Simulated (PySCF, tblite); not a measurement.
# 2-Fluoropropane (C₃H₇F): isotopologues and vibrational averages

Aim: rotational constants, zero-point energies and shieldings of isotopologues of 2-Fluoropropane (C₃H₇F) (`CC(C)F`).

Computed with tblite 0.8.0 (tight binding) and PySCF 2.14.0 (DFT, with response routines of our own); each step states its level. Atoms count from 0 throughout.

## 1. The molecule as given

11 atoms, charge 0, multiplicity 1; geometry from: force field or distance geometry start.

Bonds of the start (Å): C0–C1 1.54, C0–H4 1.10, C0–H5 1.08, C0–H6 1.08, C1–C2 1.45, C1–F3 1.38, C1–H7 1.16, C2–H10 1.13, C2–H8 1.10, C2–H9 1.14.

## 2. GFN2-xTB relaxation, lowest of a short conformer search

What the job is given:

```
{"job": {"xc": "GFN2-xTB", "basis": "xTB", "kind": "relax"}, "charge": 0, "multiplicity": 1}
C      1.270100     0.051400    -0.031600
C     -0.138400     0.258200     0.551100
C     -1.104100    -0.226800    -0.419100
F     -0.387700     1.531200     1.008500
H      1.128500    -0.573300    -0.920200
H      1.705000     0.991900    -0.350500
H      1.928700    -0.493100     0.631900
H     -0.177700    -0.474000     1.445200
H     -0.687100    -0.985600    -1.093400
H     -1.986900    -0.663100     0.147600
H     -1.528900     0.593800    -1.073400
```

On the command line:

```sh
> OMP_NUM_THREADS=1 python ens_run.py task.json out
```

This one command runs the whole study; its stages follow in the order run.

What it wrote:

```text
step      E/eV     max force
  0    -400.18977    3.913
  1    -400.43400    0.785
  2    -400.46899    0.568
  3    -400.53580    0.665
  4    -400.56199    0.511
  5    -400.58925    0.461
  6    -400.60818    0.401
  7    -400.62045    0.305
  8    -400.62716    0.238
  9    -400.63259    0.239
 10    -400.63718    0.261
 11    -400.64111    0.191
 12    -400.64423    0.161
 13    -400.64675    0.123
 14    -400.64876    0.151
 15    -400.65039    0.133
 16    -400.65208    0.109
 17    -400.65450    0.131
 18    -400.65817    0.187
 19    -400.66322    0.248
 20    -400.66936    0.263
 21    -400.67616    0.231
 22    -400.68417    0.270
 23    -400.69468    0.265
 24    -400.70529    0.280
 25    -400.70824    0.448
 26    -400.71645    0.304
 27    -400.72220    0.233
 28    -400.72986    0.197
 29    -400.73701    0.235
 30    -400.74247    0.256
 31    -400.74676    0.211
 32    -400.75115    0.163
 33    -400.75604    0.139
 34    -400.76039    0.151
 35    -400.76282    0.208
 36    -400.76434    0.108
 37    -400.76580    0.081
 38    -400.76674    0.063
 39    -400.76739    0.054
 40    -400.76806    0.058
 41    -400.76862    0.080
 42    -400.76929    0.080
 43    -400.77009    0.068
 44    -400.77080    0.065
 45    -400.77131    0.054
 46    -400.77184    0.069
 47    -400.77259    0.085
 48    -400.77360    0.100
 49    -400.77481    0.099
 50    -400.77616    0.114
 51    -400.77778    0.120
 52    -400.77964    0.120
 53    -400.78146    0.120
 54    -400.78314    0.132
 55    -400.78491    0.130
 56    -400.78665    0.104
 57    -400.78792    0.076
 58    -400.78858    0.087
 59    -400.78871    0.081
 60    -400.78932    0.053
 61    -400.78964    0.043
 62    -400.78986    0.058
 63    -400.78999    0.025
 64    -400.79006    0.020
 65    -400.79012    0.013
 66    -400.79014    0.011
 67    -400.79015    0.008
 68    -400.79016    0.006
 69    -400.79017    0.008
 70    -400.79018    0.006
 71    -400.79018    0.003
```

Run time: 0.21 s. Hardware: 1 thread of Intel Xeon Platinum 8375C at 2.90GHz, shared host.

Gain 0.600 eV; displacement 0.46 Å root mean square.

## 3. Tight optimisation and Hessian

What the job is given:

```
{"job": {"xc": "B3LYP", "basis": "pcSseg-1", "grid": 2, "temperatures": [100, 500], "kind": "geom"}, "charge": 0, "multiplicity": 1}
C      1.290676     0.083289    -0.067868
C     -0.085909    -0.010903     0.571121
C     -1.204033    -0.148404    -0.450184
F     -0.306681     1.140140     1.313727
H      1.510367    -0.834584    -0.605250
H      1.321740     0.919896    -0.761934
H      2.048508     0.237405     0.696399
H     -0.120777    -0.833646     1.298103
H     -1.085584    -1.075725    -1.002904
H     -2.169251    -0.154274     0.050274
H     -1.177357     0.687488    -1.145340
```

What it wrote:

```text
step   0  E = -5942.0266319 eV  max force = 0.65810
step   1  E = -5942.0473016 eV  max force = 0.06285
step   2  E = -5942.0475085 eV  max force = 0.00474
step   3  E = -5942.0475096 eV  max force = 0.00106
step   4  E = -5942.0475096 eV  max force = 0.00106
step   5  E = -5942.0475098 eV  max force = 0.00095
harmonic wavenumbers (cm-1): 215.6 258.2 355.0 407.6 480.5 821.3 929.7 940.8 943.6 1147.3 1157.1 1195.6 1367.6 1370.4 1410.0 1413.0 1471.5 1478.5 1481.1 1501.7 3024.3 3024.7 3028.9 3096.5 3103.7 3107.5 3109.8
```

Wall time 6.2 min (1 thread of Intel Xeon Platinum 8375C at 2.90GHz, shared host); peak memory 0.61 GiB.

## 4. Displacements along the modes, parent

What the job is given:

```
{"job": {"xc": "B3LYP", "basis": "pcSseg-1", "grid": 2, "temperatures": [100, 500], "kind": "vib", "mass_numbers": [12, 12, 12, 19, 1, 1, 1, 1, 1, 1, 1]}, "charge": 0, "multiplicity": 1}
C      1.298278     0.082568    -0.060420
C     -0.083354    -0.014124     0.557317
C     -1.212969    -0.151218    -0.445304
F     -0.308239     1.162102     1.304221
H      1.542449    -0.835125    -0.607977
H      1.347960     0.927067    -0.756963
H      2.054140     0.231959     0.717175
H     -0.117699    -0.838206     1.282404
H     -1.115739    -1.083484    -1.013567
H     -2.179479    -0.159326     0.068614
H     -1.203650     0.688471    -1.149354
```

What it wrote:

```text
mode    cm-1    km/mol   phi_rrr   E(+)/cm-1  E(-)/cm-1
  1    215.64     0.00       8.6      52.99      53.61
  2    258.23     0.16      -1.6      56.62      53.90
  3    354.99     0.98      32.9      65.14      63.33
  4    407.61     7.46       3.0      74.62      72.40
  5    480.49     3.16     -37.3      85.13      88.59
  6    821.32    11.80     106.7     151.64     144.25
  7    929.71     0.27      -1.8     168.27     167.44
  8    940.83    50.82      87.8     172.53     166.63
  9    943.61     0.34      -1.5     170.73     169.96
 10   1147.26    53.38      99.0     210.22     203.07
 11   1157.07    16.26      -1.8     208.69     208.00
 12   1195.60    10.79     -49.3     213.39     217.21
 13   1367.63    12.34      19.3     247.09     246.67
 14   1370.39     1.77      -1.8     246.86     247.04
 15   1410.00    33.25      57.1     256.08     251.83
 16   1413.00    21.52      82.2     257.35     251.65
 17   1471.51     0.17       1.1     265.00     264.82
 18   1478.54     0.14      -0.4     266.48     265.89
 19   1481.14     9.08      -9.6     266.25     267.04
 20   1501.66    10.75     -49.1     268.60     272.07
 21   3024.26    13.50      54.4     547.17     543.38
 22   3024.67    30.65   -1869.5     482.90     616.87
 23   3028.86     7.31     743.5     572.79     519.30
 24   3096.47     0.21     -14.6     558.63     559.05
 25   3103.67    39.77     425.6     575.41     544.67
 26   3107.48    12.98     -60.0     558.80     563.39
 27   3109.76    26.64    -520.2     542.60     580.03
```

It took 7.6 min on 1 thread of Intel Xeon Platinum 8375C at 2.90GHz, shared host; peak memory 0.58 GiB.

## 5. Displacements along the modes, 2H at atom 7

Changed since step 4:

```diff
@@ -1,2 +1,2 @@
-{"job": {"xc": "B3LYP", "basis": "pcSseg-1", "grid": 2, "temperatures": [100, 500], "kind": "vib", "mass_numbers": [12, 12, 12, 19, 1, 1, 1, 1, 1, 1, 1]}, "charge": 0, "multiplicity": 1}
+{"job": {"xc": "B3LYP", "basis": "pcSseg-1", "grid": 2, "temperatures": [100, 500], "kind": "vib", "mass_numbers": [12, 12, 12, 19, 1, 1, 1, 2, 1, 1, 1]}, "charge": 0, "multiplicity": 1}
 C      1.298278     0.082568    -0.060420
```

What it wrote:

```text
mode    cm-1    km/mol   phi_rrr   E(+)/cm-1  E(-)/cm-1
  1    215.64     0.00       8.7      52.99      53.61
  2    257.97     0.14       1.6      53.92      56.66
  3    353.41     0.97      33.3      64.87      63.01
  4    404.14     7.27       2.8      74.00      71.77
  5    473.86     2.97     -36.2      83.96      87.36
  6    806.17     7.59    -101.3     141.65     148.80
  7    831.32     0.09       2.6     150.03     150.13
  8    927.03    56.41    -189.0     160.59     173.65
  9    930.01     0.41       4.5     168.60     167.15
 10    982.92     2.51     -43.5     175.75     178.58
 11   1059.83     1.02       1.1     190.53     191.45
 12   1176.29     5.96     -27.0     210.64     213.05
 13   1205.43    68.22     -49.0     215.07     219.06
 14   1254.39    28.04       0.2     226.06     225.68
 15   1399.61    21.87     -20.5     251.28     252.94
 16   1411.14    15.45     -83.2     251.19     257.16
 17   1467.32     1.53      -0.9     264.12     264.22
 18   1478.51     0.12      -0.3     266.48     265.87
 19   1479.73    10.30     -13.3     265.88     266.91
 20   1499.68    12.20      51.0     271.84     268.13
 21   2231.88    27.19    1245.4     449.54     360.23
 22   3024.25    13.49      57.7     547.30     543.25
 23   3028.86     7.94     744.0     572.81     519.28
 24   3096.46     0.23     -12.2     558.71     558.97
 25   3102.08    34.52     140.2     564.98     554.72
 26   3107.47    12.99    -170.5     554.86     567.40
 27   3108.50    18.86    -743.2     534.54     587.97
```

Run time: 7.3 min. Hardware: 1 thread of Intel Xeon Platinum 8375C at 2.90GHz, shared host; peak memory 0.59 GiB.

## 6. Vibrational averages by isotopologue

What the job is given:

```
{"job": {"xc": "B3LYP", "basis": "pcSseg-1", "grid": 2, "temperatures": [100, 500], "kind": "iso"}, "charge": 0, "multiplicity": 1}
C      1.298278     0.082568    -0.060420
C     -0.083354    -0.014124     0.557317
C     -1.212969    -0.151218    -0.445304
F     -0.308239     1.162102     1.304221
H      1.542449    -0.835125    -0.607977
H      1.347960     0.927067    -0.756963
H      2.054140     0.231959     0.717175
H     -0.117699    -0.838206     1.282404
H     -1.115739    -1.083484    -1.013567
H     -2.179479    -0.159326     0.068614
H     -1.203650     0.688471    -1.149354
```

What it wrote:

```text
parent
  Be/MHz 8688.998 8031.085 4762.751
  B0/MHz 8628.011 7944.941 4716.322
  ZPE/cm-1 20920.7
  <sigma>(0 K)/ppm 150.269 82.531 150.244 339.048 29.881 29.556 29.165 26.108 29.881 29.166 29.557
2H at atom 7
  Be/MHz 8381.875 7768.008 4762.75
  B0/MHz 8321.931 7684.621 4715.737
  ZPE/cm-1 20157.0
  <sigma>(0 K)/ppm 150.422 83.035 150.397 340.091 29.891 29.561 29.174 26.240 29.891 29.175 29.562
```

Run time: 21 min. Hardware: 1 thread of Intel Xeon Platinum 8375C at 2.90GHz, shared host; peak memory 0.61 GiB. This counts the whole study up to here.

Rotational constants (MHz) at equilibrium and in the ground state:

```
isotopologue                      Be                      B0  zero-point change (cm⁻¹)
      parent  8689.0, 8031.1, 4762.8  8628.0, 7944.9, 4716.3                       0.0
2H at atom 7  8381.9, 7768.0, 4762.8  8321.9, 7684.6, 4715.7                    -763.7
```

Shieldings of the first species (ppm): at equilibrium, the vibrational parts at 0 K, and the averages:

```
atom  equilibrium  anharmonic  harmonic     0 K   100 K   500 K
  C0       155.25        0.07     -5.05  150.27  150.26  149.74
  C1        87.14       -2.25     -2.36   82.53   82.51   82.13
  C2       155.22        0.04     -5.02  150.24  150.23  149.68
  F3       356.08       -2.53    -14.50  339.05  338.90  333.15
  H4        30.59        0.03     -0.74   29.88   29.88   29.80
  H5        30.23        0.00     -0.67   29.56   29.55   29.48
  H6        29.84        0.02     -0.69   29.17   29.16   29.12
  H7        26.77       -0.23     -0.43   26.11   26.11   26.04
  H8        30.59        0.02     -0.73   29.88   29.88   29.80
  H9        29.84        0.01     -0.68   29.17   29.17   29.13
 H10        30.23       -0.01     -0.67   29.56   29.55   29.48
```

Isotope effects on the shieldings at 0 K (ppb; positive means more shielded):

```
atom  2H at atom 7
  C0           153
  C1           504
  C2           153
  F3          1043
  H4            10
  H5             5
  H6             8
  H7           132
  H8            10
  H9             8
 H10             5
```

## 7. Tight optimisation and Hessian, xc BLYP; basis cc-pVDZ

What the job is given:

```
{"job": {"xc": "BLYP", "basis": "cc-pVDZ", "grid": 2, "temperatures": [100, 500], "j": false, "kind": "geom"}, "charge": 0, "multiplicity": 1}
C      1.290676     0.083289    -0.067868
C     -0.085909    -0.010903     0.571121
C     -1.204033    -0.148404    -0.450184
F     -0.306681     1.140140     1.313727
H      1.510367    -0.834584    -0.605250
H      1.321740     0.919896    -0.761934
H      2.048508     0.237405     0.696399
H     -0.120777    -0.833646     1.298103
H     -1.085584    -1.075725    -1.002904
H     -2.169251    -0.154274     0.050274
H     -1.177357     0.687488    -1.145340
```

What it wrote:

```text
step   0  E = -5939.8857017 eV  max force = 1.15307
step   1  E = -5939.9720180 eV  max force = 0.13447
step   2  E = -5939.9724984 eV  max force = 0.01080
step   3  E = -5939.9725051 eV  max force = 0.00131
step   4  E = -5939.9725051 eV  max force = 0.00131
step   5  E = -5939.9725052 eV  max force = 0.00119
harmonic wavenumbers (cm-1): 209.1 251.1 340.2 387.1 460.9 792.9 895.3 903.5 909.4 1097.7 1118.6 1151.6 1309.4 1319.4 1349.5 1358.5 1410.8 1416.6 1420.9 1442.3 2924.2 2952.9 2958.1 3023.1 3030.7 3034.9 3036.8
```

Run time: 6.5 min. Hardware: 1 thread of Intel Xeon Platinum 8375C at 2.90GHz, shared host; peak memory 0.49 GiB.

## 8. Displacements along the modes, xc BLYP; basis cc-pVDZ; parent

What the job is given:

```
{"job": {"xc": "BLYP", "basis": "cc-pVDZ", "grid": 2, "temperatures": [100, 500], "j": false, "kind": "vib", "mass_numbers": [12, 12, 12, 19, 1, 1, 1, 1, 1, 1, 1]}, "charge": 0, "multiplicity": 1}
C      1.307569     0.083948    -0.060503
C     -0.084828    -0.011319     0.565591
C     -1.221818    -0.151663    -0.448194
F     -0.312890     1.176950     1.322441
H      1.552308    -0.845777    -0.614458
H      1.358048     0.936648    -0.768422
H      2.076081     0.234771     0.723116
H     -0.118074    -0.852967     1.294549
H     -1.121468    -1.095856    -1.022159
H     -2.202152    -0.160196     0.067872
H     -1.211079     0.696144    -1.163688
```

What it wrote:

```text
mode    cm-1    km/mol   phi_rrr   E(+)/cm-1  E(-)/cm-1
  1    209.14     0.00       7.5      51.49      52.60
  2    251.13     0.15       1.8      55.58      52.17
  3    340.15     0.92      32.5      62.40      60.73
  4    387.09     6.64       4.3      71.35      68.29
  5    460.94     2.34     -36.5      81.57      85.12
  6    792.94    12.62     108.0     146.55     139.13
  7    895.31     0.10       3.3     161.09     162.22
  8    903.53    44.14      67.4     165.01     160.66
  9    909.43     0.23      -1.8     164.68     163.65
 10   1097.75    39.11      89.4     200.97     194.47
 11   1118.58    15.77      -2.6     201.87     200.98
 12   1151.59     9.00     -47.5     205.48     209.21
 13   1309.40    14.38      15.9     236.49     236.51
 14   1319.36     8.14       0.5     237.90     237.71
 15   1349.49    21.38      21.6     243.93     242.13
 16   1358.52     9.25      77.9     247.44     241.94
 17   1410.83     0.09      -4.0     253.81     254.18
 18   1416.56     0.11      -0.5     255.44     254.68
 19   1420.87     4.71      -5.6     255.56     256.08
 20   1442.32     3.74     -52.0     257.86     261.50
 21   2924.22    42.90    1954.0     602.44     462.46
 22   2952.90    17.08      67.2     534.95     530.25
 23   2958.05     9.48     762.2     560.79     505.97
 24   3023.11     0.19     -17.7     545.49     545.96
 25   3030.72    50.97     368.2     560.34     533.67
 26   3034.95    18.50     -71.8     545.38     550.96
 27   3036.79    33.37    -629.5     525.73     571.01
```

Wall time 6.8 min (1 thread of Intel Xeon Platinum 8375C at 2.90GHz, shared host); peak memory 0.49 GiB.

## 9. Displacements along the modes, xc BLYP; basis cc-pVDZ; 2H at atom 7

Changed since step 8:

```diff
@@ -1,2 +1,2 @@
-{"job": {"xc": "BLYP", "basis": "cc-pVDZ", "grid": 2, "temperatures": [100, 500], "j": false, "kind": "vib", "mass_numbers": [12, 12, 12, 19, 1, 1, 1, 1, 1, 1, 1]}, "charge": 0, "multiplicity": 1}
+{"job": {"xc": "BLYP", "basis": "cc-pVDZ", "grid": 2, "temperatures": [100, 500], "j": false, "kind": "vib", "mass_numbers": [12, 12, 12, 19, 1, 1, 1, 2, 1, 1, 1]}, "charge": 0, "multiplicity": 1}
 C      1.307569     0.083948    -0.060503
```

What it wrote:

```text
mode    cm-1    km/mol   phi_rrr   E(+)/cm-1  E(-)/cm-1
  1    209.14     0.00       7.6      51.49      52.60
  2    250.89     0.14      -1.9      52.19      55.62
  3    338.65     0.92     -32.8      60.43      62.14
  4    383.85     6.43       4.0      70.77      67.70
  5    454.65     2.19     -35.5      80.46      83.95
  6    779.09     8.14    -101.1     136.79     143.88
  7    801.54     0.01       3.3     144.64     144.74
  8    886.60    47.21    -183.9     153.54     166.10
  9    895.80     0.02       1.7     162.55     160.85
 10    943.31     3.39     -38.0     168.81     171.22
 11   1021.69     0.54       1.2     183.52     184.69
 12   1132.51     5.94     -20.3     202.90     204.98
 13   1154.98    53.52     -32.0     206.58     209.38
 14   1206.43    33.95      -0.2     217.51     216.96
 15   1344.19    10.59     -17.3     241.35     242.89
 16   1358.00     7.59     -78.9     241.77     247.44
 17   1406.54     0.34       1.7     253.32     253.17
 18   1416.41     0.04       1.6     254.69     255.37
 19   1419.25     5.52      10.0     255.92     255.14
 20   1439.98     4.48      54.4     261.23     257.29
 21   2155.79    33.19    1266.5     436.86     346.04
 22   2952.89    17.10      67.2     534.95     530.26
 23   2958.01    10.25     762.4     560.79     505.96
 24   3023.11     0.21     -15.5     545.57     545.89
 25   3029.43    44.96     130.7     551.65     542.03
 26   3034.94    18.52    -177.6     541.62     554.79
 27   3035.92    26.82    -764.8     520.83     575.80
```

It took 6.8 min on 1 thread of Intel Xeon Platinum 8375C at 2.90GHz, shared host; peak memory 0.49 GiB.

## 10. Vibrational averages by isotopologue, second settings

What the job is given:

```
{"job": {"xc": "BLYP", "basis": "cc-pVDZ", "grid": 2, "temperatures": [100, 500], "j": false, "kind": "iso"}, "charge": 0, "multiplicity": 1}
C      1.307569     0.083948    -0.060503
C     -0.084828    -0.011319     0.565591
C     -1.221818    -0.151663    -0.448194
F     -0.312890     1.176950     1.322441
H      1.552308    -0.845777    -0.614458
H      1.358048     0.936648    -0.768422
H      2.076081     0.234771     0.723116
H     -0.118074    -0.852967     1.294549
H     -1.121468    -1.095856    -1.022159
H     -2.202152    -0.160196     0.067872
H     -1.211079     0.696144    -1.163688
```

What it wrote:

```text
parent
  Be/MHz 8477.828 7902.593 4668.864
  B0/MHz 8418.559 7811.983 4621.558
  ZPE/cm-1 20252.8
  <sigma>(0 K)/ppm 156.849 91.218 156.822 324.151 29.352 29.254 28.900 25.564 29.352 28.902 29.254
2H at atom 7
  Be/MHz 8177.754 7641.233 4668.864
  B0/MHz 8119.127 7553.902 4621.048
  ZPE/cm-1 19516.8
  <sigma>(0 K)/ppm 156.995 91.781 156.970 325.307 29.361 29.259 28.910 25.691 29.362 28.911 29.260
```

It took 20 min on 1 thread of Intel Xeon Platinum 8375C at 2.90GHz, shared host; peak memory 0.61 GiB. This counts the runs that the step sums up.

Rotational constants (MHz) at equilibrium and in the ground state:

```
isotopologue                      Be                      B0  zero-point change (cm⁻¹)
      parent  8477.8, 7902.6, 4668.9  8418.6, 7812.0, 4621.6                       0.0
2H at atom 7  8177.8, 7641.2, 4668.9  8119.1, 7553.9, 4621.0                    -736.0
```

Shieldings of the first species (ppm): at equilibrium, the vibrational parts at 0 K, and the averages:

```
atom  equilibrium  anharmonic  harmonic     0 K   100 K   500 K
  C0       162.24        0.00     -5.39  156.85  156.84  156.31
  C1        95.94       -2.40     -2.32   91.22   91.19   90.74
  C2       162.20       -0.02     -5.35  156.82  156.81  156.26
  F3       343.03       -3.40    -15.49  324.15  323.95  316.88
  H4        30.06        0.01     -0.72   29.35   29.35   29.27
  H5        29.94       -0.01     -0.67   29.25   29.25   29.17
  H6        29.59        0.00     -0.69   28.90   28.90   28.84
  H7        26.22       -0.23     -0.43   25.56   25.56   25.49
  H8        30.06        0.00     -0.71   29.35   29.35   29.28
  H9        29.59        0.00     -0.68   28.90   28.90   28.85
 H10        29.93       -0.02     -0.66   29.25   29.25   29.17
```

Isotope effects on the shieldings at 0 K (ppb; positive means more shielded):

```
atom  2H at atom 7
  C0           147
  C1           563
  C2           148
  F3          1156
  H4            10
  H5             6
  H6             9
  H7           127
  H8            10
  H9             9
 H10             6
```

## 11. Results

| quantity | value |
| --- | --- |
| point group | Cs |
| B0 of the first species | 8628.0, 7944.9, 4716.3 MHz |
| zero-point energy | 20921 cm⁻¹ |
| zero-point change of σ(F3) | -17.03 ppm |

**Reading.** Zero-point motion changes the shielding of F3 most, by -17.03 ppm. The largest secondary isotope effect is 1043 ppb on F3, 2 bonds from the change (2H at atom 7). The job flags a low mode; perturbation theory is less sure for low modes. Internal rotors are held in one well.
